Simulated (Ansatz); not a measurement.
The input, for Ansatz 0.2.0:

```yaml
crystal:
  periodic: [false, false, false]
  atoms:
    - {symbol: C, position_ang: [0.000000, 0.000000, 0.000000]}
    - {symbol: P, position_ang: [0.000000, 0.000000, 1.549700]}
basis:
  gaussian: {orbitals: 6-31G}
magnetization: {spin_polarized: false, initial_magnetization: 1}
correlation: {method: ccsd, electrons: outside_noble_gas}
```

```sh
$ ansatz run in.yaml --threads 1 --pin off --events-out ev --progress --plain --max-ram 2393MiB
```

The program prints:

```
267 factors; integrals over basis functions are off by at most 1.2e-4 eV
mean field evaluation 1: about -10295.4848 eV, gradient 6.0e0 eV
mean field evaluation 2: about -10295.4893 eV, gradient 6.1e0 eV
mean field evaluation 4: about -10296.0982 eV, gradient 2.3e0 eV
mean field evaluation 8: about -10296.2705 eV, gradient 1.7e-1 eV
mean field evaluation 16: about -10296.2305 eV, gradient 1.6e0 eV
mean field evaluation 32: about -10296.1159 eV, gradient 2.0e0 eV
mean field evaluation 64: about -10295.4806 eV, gradient 2.3e-1 eV
mean field -10296.27121524 eV, -378.3809880967 hartree, gradient 4.0e-6 eV, S^2 0.750000; 6 other end points of the search recorded, 0 dependent functions left out
mean field evaluation 96: about -10297.2477 eV, gradient 1.3e0 eV
mean field evaluation 128: about -10296.0649 eV, gradient 7.4e-1 eV
mean field evaluation 160: about -10296.0188 eV, gradient 5.9e-1 eV
mean field evaluation 192: about -10295.9589 eV, gradient 8.3e-1 eV
mean field evaluation 224: about -10296.1248 eV, gradient 5.8e-1 eV
mean field evaluation 256: about -10296.4688 eV, gradient 1.7e0 eV
determinant -10296.27121524 eV, -378.3809880967 hartree, with singles and doubles -10300.88387571 eV, -378.5505002425 hartree
determinant -10295.48102703 eV, -378.3519492158 hartree, with singles and doubles -10299.15067952 eV, -378.4868064574 hartree
unrestricted determinant -10297.27889371 eV, -378.4180195976 hartree, S^2 1.6696
6 core orbitals not correlated: weight in the atoms' cores, before any rotation towards them, 1.000 or more for the frozen orbitals, at most 0.000 for the correlated occupied ones
reference -10296.27121524 eV, -378.3809880967 hartree; 5, 4 occupied and 11, 12 virtual orbitals, 267 factors
second order -4.33333123 eV of doubles, -0.05622194 eV of singles
cycle   1  -4.61264827 eV  change    1.2e-5 eV  update   3.3e-3
cycle   2  -4.61658898 eV  change   -3.9e-3 eV  update   2.7e-3
cycle   3  -4.61619511 eV  change    3.9e-4 eV  update   1.0e-3
cycle   4  -4.61802193 eV  change   -1.8e-3 eV  update   5.2e-4
cycle   5  -4.61857061 eV  change   -5.5e-4 eV  update   1.8e-4
cycle   6  -4.61876323 eV  change   -1.9e-4 eV  update   6.2e-5
cycle   7  -4.61872720 eV  change    3.6e-5 eV  update   2.5e-5
cycle   8  -4.61873768 eV  change   -1.0e-5 eV  update   8.9e-6
cycle   9  -4.61873312 eV  change    4.6e-6 eV  update   5.6e-6
WARN: the results are in doubt because among natural orbitals full CI differs from the method by -0.120 eV
Total energy: -10300.88994836 eV, -378.5507234083 hartree
In doubt: among natural orbitals full CI differs from the method by -0.120 eV
```

Ran on 1 thread of AMD EPYC 9B14, shared host: 0.78 s wall, 0.09 GiB peak host memory.
